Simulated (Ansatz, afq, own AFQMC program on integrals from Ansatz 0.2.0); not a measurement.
Integrals from Ansatz 0.2.0, then the random walk in our own AFQMC program (afq).

```yaml
crystal:
  periodic: [false, false, false]
  atoms:
    - {symbol: B, position_ang: [0.000000, 0.000000, 0.571255]}
    - {symbol: N, position_ang: [0.000000, 0.000000, -0.661337]}
    - {symbol: H, position_ang: [0.000000, 0.000000, 1.742910]}
    - {symbol: H, position_ang: [0.000000, 0.000000, -1.652828]}
basis:
  gaussian: {orbitals: cc-pVDZ}
magnetization: {spin_polarized: false}
correlation: {method: ccsd_t, electrons: outside_noble_gas, hamiltonian_folder: ham}
```

```sh
$ ansatz run in.yaml --threads 1 --pin off --events-out ev --progress --plain --max-ram 1843MiB
```

Options of the walk:

```
--method phaseless --trial mp1 --walkers 10 --populations 1 --least-time 40 --time-step 0.02 --steps-per-block 10 --equilibration-blocks 50 --max-blocks 200 --target-error 0.00076 --factor-cut 1e-05 --seed 627 --release-times 0.2,0.4 --release-step 0.02 --release-every 5 --taylor-order 6
```

Times are imaginary, in 1/Eh. The walk had a cap of 214 s.

Log:

```
orbitals 36  electrons 5 5  factors 273 of 355
reference energy -80.30086983 Eh
CCSD correlation -0.26489154 Eh in 10 cycles, weight of the determinant in the CISD state 0.8953
energy of the start -80.550169 Eh
 block  time / (1/Eh)  mean weight  energy / Eh
     1     0.200  0.9948  -80.548508
     2     0.400  1.0114  -80.562541
     3     0.600  1.0139  -80.565614
     4     0.800  1.0044  -80.561911
     5     1.000  1.0094  -80.573889
     8     1.600  0.9712  -80.573242
    13     2.600  0.9812  -80.573482
    31     6.200  0.9947  -80.582615
    49     9.800  1.0146  -80.576344
    67    13.400  1.0238  -80.576655
    85    17.000  0.9829  -80.577566
    91    18.200  1.0260  -80.622692
   103    20.600  0.9967  -80.567876
   121    24.200  1.0127  -80.579896
   139    27.800  0.9943  -80.589416
   145    29.000  0.9910  -80.560493
   157    31.400  1.0106  -80.567168
   175    35.000  1.0015  -80.580083
   193    38.600  0.9929  -80.572000
   211    42.200  1.0030  -80.569200
   229    45.800  1.0258  -80.572434
   247    49.400  1.0227  -80.566569
blocks merged  error / Eh  count
     1  0.001290  200
     2  0.001742  100
     4  0.002220  50
     8  0.002498  25
    16  0.002976  12
released: time / (1/Eh)  energy / Eh  error  mean overlap
  0.20  -80.578129  0.002122  0.9972
  0.40  -80.575914  0.001515  1.0137
energy -80.577244 +/- 0.002498 Eh
(rows thinned)
```

The run failed at least one of its tests; the cautions name the faults. The second half of the sampling lies above the first by 3.4 errors of their difference, so the energy may still be moving and its error bar be too small.

Against this walk (error 68.0 meV) on the same determinant: CCSD(T) 57.0 meV higher (within the noise), CCSDT(Q) 18.8 meV higher (within the noise), a separate phaseless walk with a CISD trial and standard settings 43.8 ± 68.9 meV higher (within the noise). The error is statistical and leaves out the bias of the constraint. Released to 0.40 1/Eh the energy moves by 36 ± 79 meV (both errors), within twice the noise.

Cautions: constraint bias not in the error; halves of the run differ; error above the target (68.0 against 20.7 meV); so few walkers bias the energy; the time-step error isn't removed.

The walk took 8.4 s on 1 thread of Arm Neoverse V1, on a shared host. The log's last line is the phaseless energy.

CCSDT and higher add their correlation energy to the determinant of the CCSD(T) run, since their own runs factorise the integrals more tightly (a shift of under 2 meV). A walk keeps the symmetry of its determinant, which the program's search chose and which needn't be the lowest solution, so a lower state of the same spin and another symmetry isn't excluded.
